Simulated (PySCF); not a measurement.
B3LYP has the VWN-RPA correlation part, as in Gaussian. Excitations are Tamm–Dancoff values on a coarser integration grid. The basis has no diffuse functions, so Rydberg states are missing or too high.

**BF$_{3}$, SMILES `FB(F)F` (charge 0, multiplicity 1)**

Method: B3LYP-D3(BJ)/def2-TZVP (PySCF 2.14.0).

The HOMO comes out as -11.90 eV and the dipole moment is 0.00 D. The HOMO–LUMO gap comes out as 11.93 eV, the LUMO comes out as 0.03 eV and the S1 excitation (TDA) is 10.48 eV. The S1 oscillator strength is 0.000 and the T1 excitation (TDA) comes out as 10.23 eV. The S1–T1 gap (TDA) comes out as 0.25 eV. The vertical ionisation energy (Delta-SCF) is 15.21 eV and the total energy is -8835.98 eV. The cost is roughly 40 core-seconds.

Bonded distances (Å): F1–B2 1.316, B2–F3 1.316, B2–F4 1.316. Angles (°): F1–B2–F3 120.0, F1–B2–F4 120.0, F3–B2–F4 120.0.
Charge 0, spin multiplicity 1.
